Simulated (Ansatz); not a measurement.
The first iterations of a band of Cl₂H₂Si (5 atoms, charge 0, multiplicity 1).

Computed with Ansatz 0.2.0, RKS PBE/def2-SVP.

* movable images: 7
* climbing image: yes
* spring: 5.0 eV/Å²
* optimiser: quadratic models (default)
* start path: through a guess of the saddle point
* force threshold: 0.05 eV/Å
* iteration limit: 60
* end points: relaxed

Initial state:

```xyz
5
Properties=species:S:1:pos:R:3
Si 0.229 0.000 0.162
H 0.192 0.000 1.657
H 1.626 0.000 -0.371
Cl -0.736 1.700 -0.521
Cl -0.736 -1.700 -0.521
```

Final state:

```xyz
5
Properties=species:S:1:pos:R:3
Si -0.135 0.001 -1.275
H 1.391 0.007 1.753
H 1.923 -0.005 1.197
Cl -1.303 1.639 -0.629
Cl -1.300 -1.641 -0.638
```

| iteration | highest image above the first end (eV) | largest band force component (eV/Å) |
| --- | --- | --- |
| 1 | 4.244 | 3.327 |
| 2 | 3.546 | 1.883 |
| 3 | 2.855 | 2.099 |

Q: Does the band converge within its limit, and where does its top end?

A: The run converged. It ended after 10 iterations with the highest image 2.891 eV above the first end. Neighbouring images differ by up to 1.4 eV, so the band resolves the path poorly. A vibrational analysis at the climbing image gives one clearly imaginary mode, 1282i cm⁻¹: a first-order saddle point. The orbitals stay closed-shell, which can raise the energy where a bond breaks towards radicals; this wasn't checked here.

Time of the run: 100 s on 1 thread of Arm Neoverse V1, on a shared host, peak memory 0.11 GiB.
